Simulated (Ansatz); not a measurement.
Crystal: TlO3, ReO3 type, 4 atoms in the cell.

Level of theory: Ansatz, PBE, plane waves, PAW datasets (generated soft set 1).

Cutoff 420 eV; k-mesh 25×25×25 Γ-centred; Fermi–Dirac smearing of 0.0612 eV; no spin polarisation; no spin–orbit coupling.

The fit to the energies gives V₀ = 19.752 Å³/atom (a₀ = 4.291 Å), B₀ = 54.6 GPa, B₀′ = 4.90.

Problem. What pressure does the program print at V = 19.358 Å³/atom, and how far above the lowest computed point (V = 19.753 Å³/atom) does the energy lie?

Solution. 1.16 GPa and 1.40 meV/atom. All points:

```csv
V (Å³/atom),a (Å),E − E(min) (meV/atom),P (GPa)
18.568,4.2035,13.67,3.93
18.963,4.2331,5.83,2.46
19.358,4.2623,1.40,1.16
19.753,4.2911,0.00,0.00
20.148,4.3195,1.30,-1.04
20.543,4.3476,5.01,-1.95
20.939,4.3752,10.83,-2.76
```

The published all-electron PBE values for this crystal (mean of FLEUR and WIEN2k, k-spacing 0.06 Å⁻¹; Bosoni et al., Nat. Rev. Phys. 6, 45 (2024)) are V₀ = 19.760 Å³/atom, B₀ = 54.6 GPa, B₀′ = 5.02.

The stress includes the program's correction for the finite plane-wave basis.

This cubic structure is a model: it isn't the usual form of the substance at ambient conditions, and such phases are metastable or hypothetical. Spin polarisation is left out, and a magnetic state may lie lower. Spin–orbit coupling is left out, which matters for 6p elements such as Tl, Pb and Bi.
